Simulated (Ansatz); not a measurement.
Geometry optimisation, Ansatz 0.2.0, RKS BHLYP-D4/def2-SVP.

input.yaml

```yaml
crystal:
  periodic: [false, false, false]
  atoms:
    - { symbol: Al, position_ang: [0.054001, 0.358655, -0.115822] }
    - { symbol: F, position_ang: [-0.039503, 0.204993, 1.557103] }
    - { symbol: H, position_ang: [1.46925, 0.643806, -0.714351] }
    - { symbol: H, position_ang: [-1.313903, 0.36644, -0.87619] }
    - { symbol: O, position_ang: [0.127574, -2.46872, 0.762557] }
    - { symbol: H, position_ang: [-0.717268, -2.915876, 0.747482] }
    - { symbol: H, position_ang: [0.099849, -1.911099, 1.566822] }
basis:
  gaussian: { orbitals: def2-SVP }
hamiltonian:
  xc: { name: BHLYP }
  dispersion: d4
relax:
  f_tol: 0.03
  max_steps: 50
output:
  orbitals: {}
```

Run as:

```bash
$ ansatz run input.yaml --threads 1 --pin off --max-ram 2048MiB --backend cpu --events-out ev --progress --plain --runs-dir out
```

**Question.** Where does it end, and by what steps?

**Answer.** The forces met the threshold. After 8 steps the energy has fallen by 0.723 eV; H6 moved furthest, 0.58 Å. Joined: Al1–O5 (2.96 → 2.00 Å).

```tsv
step	energy less start (eV)	largest force component (eV/Å)	accepted
0	0.0000	1.074	yes
1	-0.1672	1.077	yes
2	-0.4270	1.519	yes
3	-0.6374	1.145	yes
4	-0.6979	0.531	yes
5	-0.7172	0.148	yes
6	-0.7215	0.091	yes
7	-0.7226	0.064	yes
8	-0.7230	0.027	yes
```

```xyz
7
Properties=species:S:1:pos:R:3
Al 0.045 -0.022 0.056
F -0.018 0.386 1.693
H 1.413 0.265 -0.664
H -1.339 -0.009 -0.707
O 0.103 -1.935 0.628
H -0.584 -2.534 0.333
H 0.059 -1.873 1.589
```

Whether the end is a true minimum wasn't checked by a vibrational analysis.

Time of the run: 19 s on 1 thread of Arm Neoverse V2, with other jobs on the host, peak memory 0.13 GiB.
